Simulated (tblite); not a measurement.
Species: C₆H₅ (charge +1).
Atom-mapped SMILES: `[CH:1]#[C:2][c:3]1[cH:4][c+:5]1[CH3:6]` (hydrogens: H7 on C1; H8 on C4; H9, H10, H11 on C6)
Bond orders are those of one Lewis drawing.

Computed with GFN2-xTB (tblite), gas phase: Langevin dynamics at 300 K from the optimised GFN2-xTB geometry, time step 0.5 fs, friction 0.01 fs⁻¹, 2000 steps.

Start geometry:
```
atom  x, y, z in Å
C1      3.053   -0.451   -0.068
C2      1.924   -0.019   -0.071
C3      0.645    0.452   -0.078
C4     -0.256    1.502   -0.177
C5     -0.746    0.231    0.012
C6     -1.835   -0.684    0.176
H7      4.041   -0.820   -0.067
H8     -0.408    2.550   -0.308
H9     -2.248   -0.907   -0.815
H10    -2.645   -0.227    0.747
H11    -1.518   -1.624    0.624
```

The statistics below take the 31 frames saved every 25 fs from 250 to 1000 fs; their kinetic temperature (all 3N coordinates) averages 284 K.

Problem. Give the mean, spread and extremes of the bond lengths.

Solution. 
```tsv
bond	start (Å)	mean (Å)	standard deviation (Å)	shortest (Å)	longest (Å)
C1≡C2	1.209	1.212	0.012	1.186	1.236
C2–C3	1.363	1.367	0.019	1.328	1.418
C3–C4	1.386	1.385	0.021	1.352	1.452
C4–C5	1.375	1.380	0.016	1.341	1.425
C5–C6	1.432	1.428	0.020	1.399	1.488
C3–C5	1.411	1.411	0.024	1.362	1.462
C1–H7	1.055	1.061	0.048	0.978	1.148
C4–H8	1.067	1.071	0.026	1.015	1.125
C6–H9	1.096	1.100	0.032	1.036	1.158
C6–H10	1.091	1.100	0.036	1.039	1.165
C6–H11	1.089	1.104	0.047	1.012	1.186
```

Problem. Give the same statistics for bond angles, one of each kind among heavy atoms.

Solution. 
| angle | start (°) | mean (°) | standard deviation (°) | smallest (°) | largest (°) |
| --- | --- | --- | --- | --- | --- |
| C1–C2–C3 | 179.3 | 171.2 | 4.7 | 160.6 | 178.5 |
| C2–C3–C4 | 150.6 | 149.2 | 4.6 | 142.4 | 160.4 |
| C2–C3–C5 | 150.5 | 150.7 | 5.0 | 139.3 | 158.8 |
| C4–C3–C5 | 58.9 | 59.1 | 1.0 | 56.7 | 60.8 |
| C3–C4–C5 | 61.5 | 61.4 | 1.2 | 59.1 | 63.8 |
| C4–C5–C6 | 151.3 | 150.9 | 3.1 | 142.1 | 155.7 |
| C3–C5–C4 | 59.7 | 59.5 | 1.1 | 57.8 | 62.2 |
| C3–C5–C6 | 149.0 | 148.3 | 2.9 | 143.3 | 154.7 |

Problem. How far does each atom move about its mean position (frames aligned on the start, all atoms weighted alike), and what rms force does it feel?

Solution. 
```csv
atom,rms displacement (Å),rms force (eV/Å)
C1,0.16,2.41
C2,0.13,1.67
C3,0.14,1.51
C4,0.16,1.56
C5,0.11,1.52
C6,0.08,1.84
H7,0.27,1.79
H8,0.28,0.94
H9,0.53,1.01
H10,0.50,1.22
H11,0.47,1.49
```

The displacements run from 0.08 to 0.53 Å, the largest at H9.

Problem. How widely does the potential energy scatter, against a harmonic estimate?

Solution. Mean 0.33 eV above the start, standard deviation 0.076 eV, range 0.20 to 0.53 eV. For 27 classical harmonic modes at 300 K the canonical values are 27kT/2 = 0.35 eV and kT·√(27/2) = 0.095 eV.

The run is classical and short, so these are rough statistics of one trajectory.

The cost below is that of the whole dynamics run. The run took 5.4 s of wall time on an Arm Neoverse V2 with one thread, on a shared host.
